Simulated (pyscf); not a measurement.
**Four-centre exchange: H₃C–I + hydrogen (H₂) -> methane (CH₄) + HI**

Gas phase, singlet surface, charge 0. Bonds broken: C1–I2, H6–H7. Bonds formed: C1–H6, I2–H7. Optimised with ωB97X-D3(BJ)/def2-SVP in PySCF.

Transition state (Å):

```xyz
7

C     -1.2993    -0.6270    -0.2684
I     -0.3379     1.1810     1.8675
H     -0.3415    -0.8650     0.1771
H     -1.7501     0.3565    -0.2235
H     -1.9431    -1.4687    -0.5711
H     -0.1058     0.5119    -0.9937
H      0.1329     1.0017    -0.3305
```

One imaginary mode, 1225i cm⁻¹; descent along it reached the two sides named.

```tsv
bond	change	reactant side (Å)	saddle	product side
C1–I2	breaks	2.132	3.0	4.4
H6–H7	breaks	0.761	0.858	2.363
C1–H6	forms	3.5	1.802	1.100
I2–H7	forms	3.3	2.255	1.611
```

Electronic energies relative to the separated reactants (kcal/mol):

```csv
level,barrier,reaction energy,reverse barrier
ωB97X-D3(BJ)/def2-TZVP,82.4,-16.2,98.6
PBE/def2-TZVP,65.9,-17.1,83.0
r²SCAN/def2-TZVP,70.5,-17.4,87.9
B3LYP-D3(BJ)/def2-TZVP,70.3,-17.1,87.4
PBE0-D3(BJ)/def2-TZVP,73.4,-17.5,90.9
M06-2X/def2-TZVP,79.6,-15.9,95.5
ωB97M-D3(BJ)/def2-TZVP,78.6,-18.5,97.0
HF/def2-TZVP,92.1,-21.4,113.5
```

With ωB97M-D3(BJ)/def2-TZVP energies and thermal terms (ideal gas, 1 atm, RRHO with modes under 100 cm⁻¹ raised to 100, one conformer, R ln 2 for chiral ones without a mode under 150 cm⁻¹), in kcal/mol:

| T (K) | ΔH‡ | ΔG‡ | ΔH | ΔG |
|---|---|---|---|---|
| 298 | 78.3 | 85.5 | -16.5 | -17.2 |
| 600 | 77.8 | 93.0 | -17.3 | -17.5 |
| 900 | 77.9 | 100.6 | -17.9 | -17.5 |
| 1200 | 78.2 | 108.2 | -18.3 | -17.3 |

From the product side, I• + H• + CH₄ lies, by one bond made or cut, 20.0 kcal/mol under this saddle at ωB97M-D3(BJ)/def2-TZVP. The same reactants have a lower exit, to CH₃• + I• + H₂ (no saddle counted: cutting one bond costs +62.8 kcal/mol at ωB97M-D3(BJ)/def2-TZVP, against +78.6 kcal/mol here). One saddle was located; it need not be the lowest between these sides. One closed-shell reference is unstable to symmetry breaking; treat the single-reference values with care. Elements past Kr carry the def2 core potentials, without spin-orbit coupling.
